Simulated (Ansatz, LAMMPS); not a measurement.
Ladder of methods for the elastic constant C44 of diamond-structure Si

Reference value: 80.2 GPa (measured, low temperature, zero-point motion not removed; as tabulated in Tanner et al. (2021), arXiv:2110.11888).

**Question.** Put these levels in order of the elastic constant C44 that they give for diamond-structure Si, smallest first: B3LYP (VWN-RPA form) (Ansatz, an electronic-structure program), LDA (Ansatz), Stillinger–Weber Si.sw (LAMMPS).

**Answer.** Stillinger–Weber Si.sw (56.4 GPa), LDA (75.5 GPa), B3LYP (VWN-RPA form) (82.8 GPa)

Unless a cell is named, each level is at its own relaxed cell (Stillinger–Weber Si.sw 20.02, LDA 19.70, B3LYP (VWN-RPA form) 20.64 Å³/atom).

Differences against the reference: Stillinger–Weber Si.sw -30 %, LDA -5.9 %, B3LYP (VWN-RPA form) +3.2 %.

The measured value isn't corrected to a static lattice, so vibrations enter the comparison.  Each level is taken at its own relaxed cell. K meshes differ between the levels. Ansatz's density-functional and Hartree–Fock values are scalar-relativistic unless marked +SOC, with PAW data made under PBE.

Empirical potentials (Stillinger–Weber Si.sw) are fitted to chosen data: where that held the value shown, agreement is built in, and what lay outside the fit can be far off.

Differences are worked out from the printed values.
